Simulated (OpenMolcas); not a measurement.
# [NH4]+ (ammonium): levels of theory compared

We compute a comparison of 6 runs (HF/def2-TZVPP, BLYP/def2-TZVPP, M06-2X/def2-TZVPP, M06-L/def2-TZVPP, SVWN5/def2-TZVPP, revPBE/def2-TZVPP) of [NH4]+ (ammonium). 

The results are computed with OpenMolcas 26.06.

1 further run of the same task is left out (set aside as unsound or not needed).

### 1 The structure to begin with

The species is [NH4]+ (5 atoms), meant as a singlet with charge +1. As SMILES, `[NH4+]`. The coordinates come from a PBE0-D4/def2-TZVP relaxation.

Bond lengths: N1–H2 1.024 Å, N1–H3 1.024 Å, N1–H4 1.024 Å, N1–H5 1.024 Å. Angles: H2–N1–H3 109.5°, H2–N1–H4 109.5°, H2–N1–H5 109.5°, H3–N1–H4 109.5°, H3–N1–H5 109.5°, H4–N1–H5 109.5°.

### 2 Energy and gradient at HF/def2-TZVPP (run 1)

Contents of coord.xyz:

```xyz
5

N      0.000010     0.000010     0.000000
H      0.453330    -0.447860     0.801010
H     -0.972430     0.216180     0.235210
H      0.023940    -0.633460    -0.803650
H      0.495160     0.865130    -0.232580
```

Contents of test.inp:

```
* H4N Hartree-Fock
&GATEWAY
BasLib = $CurrDir
Coord = coord.xyz
Basis = def2-TZVPP
Group = NoSym
&SEWARD
&SCF
Charge = 1
Thresholds = 1e-10 1e-07 1e-07 1e-05
PrOrbitals = 1 1
&ALASKA
```

The basis set def2-TZVPP is read from a file made from the Basis Set Exchange's data (not shown).

The run is started by

```sh
$ export MOLCAS_MEM=1860
$ pymolcas test.inp > test.log
```

The program printed:

```text
--- Start Module: gateway ---
[...]
--- Stop Module: gateway /rc=_RC_ALL_IS_WELL_ ---
[...]
      Basis functions           87
[...]
--- Start Module: scf ---
[...]
       Convergence after  12 Iterations
[...]
::    Total SCF energy                                -56.5660436042
[...]
      Total spin, S                                     0.0000000000
[...]
      Total electronic charge=   10.000000
      Total            charge=    1.000000
[...]
      Dipole Moment (debye):
      Origin of the operator (angstrom)=    0.0000    0.0000   -0.0000
                   X= -3.9986E-05               Y= -5.5787E-05               Z= -1.2534E-05           Total=  6.9772E-05
      Center of Charge (angstrom)
[...]
--- Stop Module: scf /rc=_RC_ALL_IS_WELL_ ---
[...]
--- Start Module: alaska ---
[...]
 *              Molecular gradients               *
 **************************************************
  Irreducible representation: a
 ------------------------------------------------------------------------------------------
                              X                       Y                       Z
 ------------------------------------------------------------------------------------------
  N1                3.08435615202507E-06    1.02669082736220E-05    3.56306489044277E-06
  H2                5.41035560113601E-03   -5.35545470409216E-03    9.56062526302137E-03
  H3               -1.16056961403617E-02    2.58327020612348E-03    2.80656518359435E-03
  H4                2.87086657656470E-04   -7.57002976238064E-03   -9.59294204240990E-03
  H5                5.90516952541398E-03    1.03319473520580E-02   -2.77781146907596E-03
 ------------------------------------------------------------------------------------------
--- Stop Module: alaska /rc=_RC_ALL_IS_WELL_ ---
[...]
```

Wall time 6 s (1 thread of Arm Neoverse V2, shared host); peak memory 0.48 GiB.

### 3 Energy and forces at BLYP/def2-TZVPP (run 2)

coord.xyz is that of step 2.

Contents of job.input:

```
>>> EXPORT MOLCAS_PRINT=2
&GATEWAY
BasLib=$CurrDir
Coord=coord.xyz
Basis=def2-TZVPP
Group=NoSym
&SEWARD
GridInput
Grid=UltraFine
End of Grid
&SCF
Charge=1
KSDFT=BLYP
Thresholds=1e-10 1e-07 1e-07 1e-05
PrOrbitals=1
&ALASKA
```

The basis set def2-TZVPP is read from a file made from the Basis Set Exchange's data (not shown).

The run is started by

```sh
$ export MOLCAS_MEM=1860
$ pymolcas job.input > job.log
```

The program printed:

```text
--- Start Module: gateway ---
[...]
--- Stop Module: gateway /rc=_RC_ALL_IS_WELL_ ---
[...]
      Basis functions           87
[...]
--- Start Module: scf ---
[...]
       Convergence after  15 Iterations
[...]
::    Total KS-DFT energy                             -56.8973457807
[...]
      Total spin, S                                     0.0000000000
[...]
      Total electronic charge=   10.000000
      Total            charge=    1.000000
[...]
      Dipole Moment (debye):
      Origin of the operator (angstrom)=    0.0000    0.0000   -0.0000
                   X= -3.8403E-05               Y= -5.2602E-05               Z= -1.1596E-05           Total=  6.6153E-05
      Center of Charge (angstrom)
[...]
--- Stop Module: scf /rc=_RC_ALL_IS_WELL_ ---
[...]
--- Start Module: alaska ---
[...]
 *              Molecular gradients               *
 **************************************************
  Irreducible representation: a
 ------------------------------------------------------------------------------------------
                              X                       Y                       Z
 ------------------------------------------------------------------------------------------
  N1                1.16491875642107E-06    8.66678710756042E-06    3.42014463281838E-06
  H2               -2.75247560469305E-03    2.71014999977637E-03   -4.86261980734248E-03
  H3                5.90494838145927E-03   -1.30976562110963E-03   -1.42897972183587E-03
  H4               -1.43954448652187E-04    3.83732533484338E-03    4.87772296426714E-03
  H5               -3.00968324687068E-03   -5.24637650060544E-03    1.41045642027771E-03
 ------------------------------------------------------------------------------------------
--- Stop Module: alaska /rc=_RC_ALL_IS_WELL_ ---
[...]
```

It took 23 s on 1 thread of Arm Neoverse V2, shared host; peak memory 0.48 GiB.

### 4 Energy and forces at M06-2X/def2-TZVPP (run 3)

Contents of test.input:

```
* H4N Kohn-Sham DFT
&GATEWAY
BasLib
$CurrDir
Coord
5
angstrom
N        0.000010       0.000010       0.000000
H        0.453330      -0.447860       0.801010
H       -0.972430       0.216180       0.235210
H        0.023940      -0.633460      -0.803650
H        0.495160       0.865130      -0.232580
Basis
def2-TZVPP
Group
NoSym
&SEWARD
GridInput
Grid=UltraFine
End of Grid
&SCF
Charge
1
KSDFT
M062X
Thresholds
1e-10 1e-07 1e-07 1e-05
PrOrbitals
0
&ALASKA
```

The basis set def2-TZVPP is read from a file made from the Basis Set Exchange's data (not shown).

The run is started by

```sh
$ export MOLCAS_MEM=1860
$ pymolcas test.input > test.log
```

The program printed:

```text
--- Start Module: gateway ---
[...]
--- Stop Module: gateway /rc=_RC_ALL_IS_WELL_ ---
[...]
      Basis functions           87
[...]
--- Start Module: scf ---
[...]
       Convergence after  11 Iterations
[...]
::    Total KS-DFT energy                             -56.8878724496
[...]
      Total spin, S                                     0.0000000000
[...]
      Total electronic charge=   10.000000
      Total            charge=    1.000000
[...]
      Dipole Moment (debye):
      Origin of the operator (angstrom)=    0.0000    0.0000   -0.0000
                   X= -3.7555E-05               Y= -5.5751E-05               Z= -1.6567E-05           Total=  6.9231E-05
      Center of Charge (angstrom)
[...]
--- Stop Module: scf /rc=_RC_ALL_IS_WELL_ ---
[...]
--- Start Module: alaska ---
[...]
 *              Molecular gradients               *
 **************************************************
  Irreducible representation: a
 ------------------------------------------------------------------------------------------
                              X                       Y                       Z
 ------------------------------------------------------------------------------------------
  N1                9.49120136030955E-06    4.65841791438463E-06    8.64721099445601E-07
  H2               -8.55764251470603E-05    7.43591533163279E-05   -1.49871434209192E-04
  H3                1.74948536838304E-04   -3.22984536684778E-05   -4.15724677597096E-05
  H4               -2.37322076483693E-06    1.08720957203934E-04    1.49235309057083E-04
  H5               -9.64900922917344E-05   -1.55440074757429E-04    4.13438718073200E-05
 ------------------------------------------------------------------------------------------
--- Stop Module: alaska /rc=_RC_ALL_IS_WELL_ ---
[...]
```

Run time: 25 s. Hardware: 1 thread of Arm Neoverse V2, shared host; peak memory 0.48 GiB.

Runs 4 to 5 aren't shown in full; the table further down has their settings and results.

### 5 Energy and forces at revPBE/def2-TZVPP (run 6)

Contents of calc.inp:

```
* H4N Kohn-Sham DFT
&gateway
baslib=$CurrDir
coord
5
angstrom
N        0.000010       0.000010       0.000000
H        0.453330      -0.447860       0.801010
H       -0.972430       0.216180       0.235210
H        0.023940      -0.633460      -0.803650
H        0.495160       0.865130      -0.232580
basis=def2-TZVPP
group=NoSym
&seward
gridinput
Grid=UltraFine
End of Grid
&scf
charge=1
ksdft=revPBE
thresholds=1e-10 1e-07 1e-07 1e-05
prorbitals=1
&alaska
```

The basis set def2-TZVPP is read from a file made from the Basis Set Exchange's data (not shown).

The run is started by

```sh
$ export MOLCAS_MEM=1860
$ pymolcas calc.inp > calc.log
```

The program printed:

```text
--- Start Module: gateway ---
[...]
--- Stop Module: gateway /rc=_RC_ALL_IS_WELL_ ---
[...]
      Basis functions           87
[...]
--- Start Module: scf ---
[...]
       Convergence after  12 Iterations
[...]
::    Total KS-DFT energy                             -56.9081058798
[...]
      Total spin, S                                     0.0000000000
[...]
      Total electronic charge=   10.000000
      Total            charge=    1.000000
[...]
      Dipole Moment (debye):
      Origin of the operator (angstrom)=    0.0000    0.0000   -0.0000
                   X= -3.8022E-05               Y= -5.2484E-05               Z= -1.1501E-05           Total=  6.5822E-05
      Center of Charge (angstrom)
[...]
--- Stop Module: scf /rc=_RC_ALL_IS_WELL_ ---
[...]
--- Start Module: alaska ---
[...]
 *              Molecular gradients               *
 **************************************************
  Irreducible representation: a
 ------------------------------------------------------------------------------------------
                              X                       Y                       Z
 ------------------------------------------------------------------------------------------
  N1                1.15498444149900E-06    8.21176329546564E-06    3.40839660437048E-06
  H2               -2.61012575906494E-03    2.56942981102615E-03   -4.61149662124383E-03
  H3                5.59946054491700E-03   -1.24111252132797E-03   -1.35482824926481E-03
  H4               -1.36078373873583E-04    3.63809091733724E-03    4.62567873025188E-03
  H5               -2.85441139641507E-03   -4.97461997033266E-03    1.33723774367001E-03
 ------------------------------------------------------------------------------------------
--- Stop Module: alaska /rc=_RC_ALL_IS_WELL_ ---
[...]
```

It took 19 s on 1 thread of Arm Neoverse V2, shared host; peak memory 0.48 GiB.

### 6 Overview of the runs

```
run              level  integration grid  energy (Eh)  HOMO energy (eV)  LUMO energy (eV)  HOMO–LUMO gap (eV)  wall time
  1      HF/def2-TZVPP                 –   -56.566044            -27.19             -3.24               23.95        6 s
  2    BLYP/def2-TZVPP         UltraFine   -56.897346            -20.93             -6.94               13.99       23 s
  3  M06-2X/def2-TZVPP         UltraFine   -56.887872            -24.37             -5.32               19.05       25 s
  4   M06-L/def2-TZVPP         UltraFine   -56.916042            -21.31             -6.10               15.21       27 s
  5   SVWN5/def2-TZVPP         UltraFine   -56.434838            -20.99             -6.71               14.28       17 s
  6  revPBE/def2-TZVPP         UltraFine   -56.908106            -21.01             -6.81               14.20       19 s
```

### 7 What came out

```
                       quantity         value
            run 6: total energy  -56.90811 Eh
             run 6: HOMO energy     -21.01 eV
             run 6: LUMO energy      -6.81 eV
           run 6: HOMO–LUMO gap      14.20 eV
run 6: largest force on an atom    0.303 eV/Å
```

In words: The HOMO–LUMO gap runs from 13.99 eV (BLYP/def2-TZVPP) to 23.95 eV (HF/def2-TZVPP). Exact exchange widens orbital gaps. Totals of different functionals can't be ranked against each other. All runs together took 1.9 min, the longest 27 s.
